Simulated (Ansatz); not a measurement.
Rock-salt HfC was calculated with r²SCAN (Ansatz, a quantum-chemistry and plane-wave program, plane waves, PAW).

Numerical settings: plane-wave cutoff 500 eV, 10×14×1 k mesh (along the axes of the cell as run), Fermi–Dirac smearing 0.05 eV, scalar-relativistic PAW data made under PBE.

**Question.** Estimate the surface energy of the (110) face and work function of the (110) face that the calculation returns.

**Answer.** 
- surface energy of the (110) face: 3.85 J/m²
- work function of the (110) face: 3.51 eV

The slab of 16 atoms is relaxed and unreconstructed.

Spin–orbit coupling is not included.

Static lattice: no zero-point or thermal effects.
